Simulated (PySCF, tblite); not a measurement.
# C3H6NO radical: geometry, infrared bands and EPR parameters

Wanted: the infrared bands and EPR parameters of C3H6NO radical (`[H]/N=C(\C)O[CH2]`), by calculation.

The runs use tblite 0.8.0 and PySCF 2.14.0, with density-fitted response routines of our own; the level of theory stands in each step. All values are computed, except where a source is named. Atoms count from 0, in the outputs and in this text.

## 1. The starting structure

11 atoms, charge 0, multiplicity 2; geometry from: force field or distance geometry start.

Bonds of the start (Å): C0–O1 1.43, O1–C2 1.37, C2–C3 1.51, C2–N4 1.29, C0–H5 1.10, C0–H6 1.10, C3–H7 1.10, C3–H8 1.10, C3–H9 1.12, N4–H10 1.06.

## 2. Relaxing the molecule with GFN2-xTB

The job: settings as JSON, then the geometry in Å.

```
{"job": {"kind": "relax", "xc": "GFN2-xTB", "basis": "xTB"}, "charge": 0, "multiplicity": 2}
C      2.162000    -0.379200     0.076200
O      0.801900    -0.808700     0.021200
C     -0.155400     0.175400     0.089200
C     -1.588300    -0.285100     0.027900
N      0.110600     1.435800     0.181600
H      2.765100    -1.295900     0.161600
H      2.475700     0.201900    -0.798400
H     -1.751600    -0.802000    -0.925800
H     -2.233800     0.605800     0.045700
H     -1.859900    -0.940500     0.888100
H     -0.721000     2.095100     0.206800
```

On the command line:

```
$ OMP_NUM_THREADS=1 python probes_run.py task.json out
```

This one command runs all jobs of the session in turn.

Output:

```text
step      E/eV     max force
  0    -444.93917    2.740
  1    -445.17141    1.615
  2    -445.30874    1.269
  3    -445.36416    0.842
  4    -445.41090    0.637
  5    -445.44681    0.415
  6    -445.46381    0.480
  7    -445.48632    0.498
  8    -445.50260    0.439
  9    -445.51928    0.388
 10    -445.53174    0.337
 11    -445.54187    0.275
 12    -445.55074    0.262
 13    -445.55647    0.184
 14    -445.55995    0.180
 15    -445.56326    0.207
 16    -445.56732    0.238
 17    -445.57351    0.216
 18    -445.57728    0.135
 19    -445.58020    0.128
 20    -445.58295    0.152
 21    -445.58623    0.174
 22    -445.58975    0.185
 23    -445.59319    0.144
 24    -445.59638    0.165
 25    -445.59957    0.182
 26    -445.60289    0.173
 27    -445.60613    0.139
 28    -445.60937    0.153
 29    -445.61280    0.155
 30    -445.61468    0.279
 31    -445.61556    0.204
 32    -445.61728    0.087
 33    -445.61692    0.336
 34    -445.61853    0.083
 35    -445.61929    0.053
 36    -445.62011    0.102
 37    -445.62060    0.079
 38    -445.62078    0.038
 39    -445.62094    0.031
 40    -445.62111    0.035
 41    -445.62131    0.047
 42    -445.62148    0.038
 43    -445.62162    0.027
 44    -445.62174    0.023
 45    -445.62186    0.027
 46    -445.62196    0.027
 47    -445.62201    0.022
 48    -445.62204    0.016
 49    -445.62207    0.013
 50    -445.62210    0.012
 51    -445.62211    0.011
 52    -445.62212    0.008
```

Run time: 0.14 s. Hardware: 1 thread of Arm Neoverse V2, shared host.

Along the way: (not every step is listed)

```tsv
step	energy from step 0 (eV)	largest force (eV/Å)
0	0.0000	2.7395
1	-0.2322	1.6155
2	-0.3696	1.2686
3	-0.4250	0.8423
4	-0.4717	0.6369
5	-0.5076	0.4149
6	-0.5246	0.4799
7	-0.5471	0.4982
8	-0.5634	0.4394
11	-0.6027	0.2747
14	-0.6208	0.1804
17	-0.6343	0.2165
20	-0.6438	0.1518
23	-0.6540	0.1441
26	-0.6637	0.1735
29	-0.6736	0.1553
32	-0.6781	0.0867
35	-0.6801	0.0529
38	-0.6816	0.0379
41	-0.6821	0.0471
44	-0.6826	0.0227
47	-0.6828	0.0216
48	-0.6829	0.0158
49	-0.6829	0.0128
50	-0.6829	0.0121
51	-0.6829	0.0112
52	-0.6830	0.0082
```

Distances of close pairs at the start and the end, largest changes first:

```tsv
bond	before (Å)	after (Å)	change (Å)
C0–O1	1.427	1.338	-0.090
N4–H10	1.062	1.012	-0.049
C0–H5	1.101	1.070	-0.030
O1–C2	1.375	1.345	-0.030
C3–H9	1.115	1.088	-0.027
C0–H6	1.096	1.071	-0.025
C2–N4	1.291	1.270	-0.021
C3–H8	1.100	1.087	-0.014
```

The next job starts from the end point, and lists it.

## 3. Harmonic vibrations with GFN2-xTB

The job: settings as JSON, then the geometry in Å.

```
{"job": {"kind": "ir", "xc": "GFN2-xTB", "basis": "xTB"}, "charge": 0, "multiplicity": 2}
C      2.038329    -0.511531    -0.068131
O      0.726997    -0.769641    -0.011270
C     -0.170611     0.231493     0.005841
C     -1.578194    -0.303421     0.057965
N      0.222427     1.439103    -0.027192
H      2.667156    -1.377462    -0.075773
H      2.386059     0.501201    -0.099203
H     -1.786367    -0.874133    -0.845569
H     -2.293248     0.510541     0.140093
H     -1.687718    -0.970900     0.910411
H     -0.519407     2.127421    -0.013136
```

Output:

```text
mode    cm-1     km/mol
  1     -12.2      0.31
  2     159.3      4.75
  3     275.6      7.24
  4     309.8     28.29
  5     390.1     40.32
  6     398.8      3.05
  7     526.9     10.06
  8     573.1      4.17
  9     771.3     44.13
 10     861.2     15.53
 11     986.4     20.41
 12    1005.9     25.15
 13    1037.7     66.78
 14    1120.9     63.98
 15    1219.5     13.51
 16    1296.5    111.60
 17    1321.4      7.25
 18    1382.1     16.67
 19    1457.6      5.81
 20    1465.2     18.94
 21    1670.7    288.01
 22    3016.9     12.83
 23    3029.0      9.48
 24    3053.0     18.36
 25    3142.1      1.28
 26    3208.3      7.24
 27    3423.2      3.71
```

Wall time 0.14 s (1 thread of Arm Neoverse V2, shared host).

The strongest bands and the atoms that carry them (share of the mass-weighted mode):

```tsv
cm⁻¹	km/mol	atoms
310	28.3	H5 86 %
390	40.3	H6 69 %, C0 19 %
771	44.1	H10 87 %
1006	25.1	H7 32 %, H9 27 %, C3 18 %, C2 16 %
1038	66.8	H10 36 %, C2 15 %, H8 11 %, C3 10 %
1121	64.0	O1 27 %, H6 25 %, H5 16 %, C0 13 %
1296	111.6	C2 43 %, O1 20 %, H10 19 %
1671	288.0	C2 63 %, N4 31 %
```

## 4. EPR parameters: B3LYP/pcH-1

The job, as its differences from that of step 3:

```diff
@@ -1,2 +1,2 @@
-{"job": {"kind": "ir", "xc": "GFN2-xTB", "basis": "xTB"}, "charge": 0, "multiplicity": 2}
+{"job": {"kind": "epr", "basis": "pcH-1"}, "charge": 0, "multiplicity": 2}
 C      2.038329    -0.511531    -0.068131
```

With the program's defaults for keys left out, this is: UKS B3LYP, pcH-1 on C H N O, non-relativistic, mean-field spin-orbit, GIAO.

Output:

```text
UKS, coarse grid
  cycle   1  E = -247.77158178  |g| = 4.49e-01
  cycle   2  E = -247.66633371  |g| = 6.87e-01
  cycle   3  E = -247.84710936  |g| = 1.00e-01
  cycle   4  E = -247.85072623  |g| = 5.26e-02
  cycle   5  E = -247.85173708  |g| = 1.61e-02
  cycle   6  E = -247.85184206  |g| = 3.68e-03
  cycle   7  E = -247.85184996  |g| = 1.11e-03
  cycle   8  E = -247.85185141  |g| = 6.25e-04
UKS, final grid
  cycle   1  E = -247.85181174  |g| = 7.21e-04
  cycle   2  E = -247.85181155  |g| = 1.02e-03
  cycle   3  E = -247.85181200  |g| = 2.11e-04
  cycle   4  E = -247.85181201  |g| = 5.24e-05
  cycle   5  E = -247.85181202  |g| = 4.61e-05
  cycle   6  E = -247.85181202  |g| = 1.14e-05
E = -247.85181202 Eh   <S^2> = 0.7539 (exact 0.7500)
g shifts (ppm)      1          2          3
  rmc          -171       -171       -171
  gc             -2         44         33
  oz_so         -13        584       1671
  total        -187        456       1533
hyperfine (MHz)  atom isotope    a_iso     a_fc   dipolar eigenvalues
    0   13C      84.83      84.83    -79.40    -76.84    156.24
    1   17O     -10.09     -10.09    -38.70     18.29     20.40
    2   13C      -0.63      -0.63     -2.64      0.21      2.43
    3   13C      -2.39      -2.39     -0.58     -0.07      0.64
    4   14N       1.43       1.43     -3.54     -2.73      6.26
    5    1H     -64.52     -64.52    -37.66      0.07     37.59
    6    1H     -66.35     -66.35    -36.55      0.10     36.45
    7    1H       4.43       4.43     -1.67     -1.35      3.02
    8    1H      -0.81      -0.81     -1.06     -1.00      2.06
    9    1H       3.50       3.50     -1.70     -1.43      3.13
   10    1H      -5.03      -5.03     -5.26     -1.81      7.07
```

It took 21 s on 1 thread of Arm Neoverse V2, shared host; peak memory 0.64 GiB.

Principal g values 2.00213, 2.00278, 2.00385; g(iso) = 2.00292, against 2.00232 for a free electron.

Mean a(iso) over the nuclei that a row names, and the largest dipolar term of the row (other rows stand at the frozen geometry):

```tsv
nuclei	isotope	a(iso) (MHz)	a(iso) (G, at g = 2.0023)	largest dipolar term (MHz)
C0	13C	84.8	30.3	156.2
H5, H6	1H	-65.4	-23.3	-37.7
O1	17O	-10.1	-3.6	-38.7
H10	1H	-5.0	-1.8	7.1
C3	13C	-2.4	-0.9	0.6
H7, H8, H9	1H	2.4	0.8	3.1
N4	14N	1.4	0.5	6.3
C2	13C	-0.6	-0.2	-2.6
```

Mulliken spin populations:

```tsv
atom	value (e)
C0	0.97
O1	0.05
C2	0.00
C3	0.00
N4	0.08
H5	-0.05
H6	-0.04
H7	0.00
H8	0.00
H9	0.00
H10	0.00
```

In first order the couplings over 0.8 MHz of 1H, 14N give 72 distinct lines over 52.0 G, if the averaged nuclei exchange fast.

Orbitals, density, ELF and potential are computed afterwards from the orbital file.

ELF in a plane through or near 9 of the atoms.

Ten even steps from '0' (0.00) to '9' (1.00):
```
0000000000000000000000000000
0000000000000000000000000000
0000000000000000000000000000
0000000000001002530000000000
0000000000154338985000000000
0000000000488789996000000000
0000015830299449961000000000
0000059994057346200598400000
0000048998204775216999810000
0000015896313172768999920000
0000146570767738853898500000
0000799964721624522531000000
0002999982489610477410000000
0000799940167400233200000000
0000178600023100011000000000
0000000000000000000000000000
0000000000000000000000000000
0000000000000000000000000000
0000000000000000000000000000
0000000000000000000000000000
```
The map spans 10.8 Å across and 9.3 Å up, centred on the molecule. Atoms in the plane (x, y in Å): C0 (-2.1, -0.3), O1 (-0.8, -0.7), C2 (0.2, 0.2), C3 (1.5, -0.5), N4 (-0.1, 1.5), H5 (-2.8, -1.1), H6 (-2.3, 0.8), H8 (2.3, 0.2), H10 (0.8, 2.1).

log10 of the density (e/Å³) in the same plane.

Values, 10 rows by 14 columns:
```
-4.0 -4.0 -4.0 -4.0 -4.0 -4.0 -4.0 -4.0 -4.0 -4.0 -4.0 -4.0 -4.0 -4.0
-4.0 -4.0 -4.0 -4.0 -4.0 -3.8 -2.9 -2.8 -2.8 -3.5 -4.0 -4.0 -4.0 -4.0
-4.0 -4.0 -4.0 -3.7 -3.1 -2.1 -1.3 -1.0 -1.1 -2.0 -3.6 -4.0 -4.0 -4.0
-4.0 -4.0 -3.0 -2.0 -1.4 -1.1  0.3  0.7 -0.1 -1.5 -2.4 -3.0 -4.0 -4.0
-4.0 -3.8 -2.2 -0.9  0.3 -0.7 -0.2  0.4 -0.5 -0.6 -0.7 -1.7 -3.3 -4.0
-4.0 -3.3 -1.7 -0.5  1.8  0.3  0.6  0.2  0.3  0.7 -0.4 -1.6 -3.1 -4.0
-4.0 -3.2 -1.5 -0.1 -0.2 -0.2  0.4 -0.8 -0.3 -0.1 -1.1 -2.2 -3.5 -4.0
-4.0 -3.9 -2.5 -1.8 -1.9 -1.8 -1.5 -2.0 -1.7 -1.6 -2.2 -3.0 -4.0 -4.0
-4.0 -4.0 -4.0 -3.7 -3.7 -4.0 -4.0 -3.9 -3.3 -3.2 -3.6 -4.0 -4.0 -4.0
-4.0 -4.0 -4.0 -4.0 -4.0 -4.0 -4.0 -4.0 -4.0 -4.0 -4.0 -4.0 -4.0 -4.0
```
The map spans 10.8 Å across and 9.3 Å up, centred on the molecule. Atoms in the plane (x, y in Å): C0 (-2.1, -0.3), O1 (-0.8, -0.7), C2 (0.2, 0.2), C3 (1.5, -0.5), N4 (-0.1, 1.5), H5 (-2.8, -1.1), H6 (-2.3, 0.8), H8 (2.3, 0.2), H10 (0.8, 2.1).

On the surface of density 0.002 e/bohr³ the electrostatic potential runs, from the 1st to the 99th percentile, from -1.66 V near N4 to 1.46 V near H10.

The spin density lies nearest to C0 59 %; H5, H6 about 10 % each; O1 10 %.

## 5. What came out

```
                                 quantity                  value
strongest single infrared mode (GFN2-xTB)  1671 cm⁻¹, 288 km/mol
             zero-point energy (GFN2-xTB)          53.0 kcal/mol
                           g(iso) (B3LYP)                2.00292
                                     ⟨S²⟩     0.754 (exact 0.75)
       largest a(iso) (averaged by class)    13C on C0, 84.8 MHz
    surface potential, 1st and 99th percentile     -1.66 V and 1.46 V
```

**Reading.** The optimisation took 52 steps and gained 0.683 eV; among the close pairs (by a distance rule), C0–O1 changed most, from 1.427 to 1.338 Å. The lowest mode is slightly imaginary (12i cm⁻¹), a soft motion within the noise of the Hessian, so the minimum is not strictly shown. The strongest single mode, at 1671 cm⁻¹, moves mainly C2. Unscaled tight-binding wavenumbers are off by several per cent, some by more. Its intensities can rank the bands wrongly. Most of the unpaired spin sits on C0 (0.97 e). The isotropic g lies 0.6 ppt above the free-electron value.
